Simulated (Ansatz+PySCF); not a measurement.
Values are calculated unless marked as measured or tabulated.
# Several solutions for triplet HO₂F in separate pieces

```json
{"atom": "O", "x (Å)": "0.0000", "y (Å)": "0.0000", "z (Å)": "-0.5941"}
{"atom": "O", "x (Å)": "0.0000", "y (Å)": "0.0000", "z (Å)": "0.5941"}
{"atom": "H", "x (Å)": "30.0000", "y (Å)": "0.0000", "z (Å)": "-2.9815"}
{"atom": "F", "x (Å)": "30.0000", "y (Å)": "0.0000", "z (Å)": "0.3313"}
```

Basis set: 6-31G (spherical functions). Charge 0, multiplicity 3.

UHF was run from several starts with Ansatz (development build ahead of 0.2.0) and PySCF 2.14.0.

| run | program | start | converged | energy (hartree) | <S²> |
| --- | --- | --- | --- | --- | --- |
| A | Ansatz | atomic start, no search | yes | -249.40494 | 3.03 |
| B | PySCF | guess 1e, instabilities followed | yes | -249.40494 | 3.03 |
| C | Ansatz | search for the lowest state | yes | -249.40494 | 3.03 |
| D | PySCF | guess minao, instabilities followed | yes | -249.40494 | 3.03 |
| E | Ansatz | stability test followed | yes | -249.40494 | 3.03 |
| F | PySCF | guess atom, instabilities followed | yes | -249.40494 | 3.03 |
| G | PySCF | program defaults | no | – | – |
| H | PySCF | guess huckel, instabilities followed | yes | -249.37453 | 3.01 |

(1) Which runs reached the lowest solution of this kind, and what is wrong with the others?

Answers

(1) A, B, C, D, E, F reached the lowest solution found. Converged but too high: H by 0.83 eV. Convergence only shows a stationary point, and even a stable one can lie too high; stability tests and further starts are what find lower ones. Not converged: G. Caution: the unrestricted determinant is a mixture of spin states.
